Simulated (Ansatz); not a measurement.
A calculation with Ansatz (development build ahead of 0.2.0).

```yaml
crystal:
  periodic: [false, false, false]
  atoms:
    - { symbol: H, position_ang: [0.0, 0.31304, -0.99807] }
    - { symbol: S, position_ang: [0.0, -0.62607, 0.0] }
    - { symbol: H, position_ang: [0.0, 0.31304, 0.99807] }
basis:
  gaussian: { orbitals: def2-SVP }
total_charge: 1
magnetization:
  spin_polarized: true
  initial_magnetization: 1
hamiltonian:
  xc: hf
correlation:
  method: ccsd_t
  frozen_orbitals: { H: 0, S: 5 }
scf:
  omitted_lower_state_checks: [starts, atomic_configurations, cluster_reference, orbital_swaps, given_window_search, neighbouring_geometries, increment]
```

The input is written out in the form of the current development build from the run's settings.

Output:

| Property | Result |
| --- | --- |
| Converged | yes |
| Reference energy | -398.22862 hartree |
| Correlation energy | -0.14403 hartree |
| Total energy | -398.37265 hartree |
| Stability test | minimum |
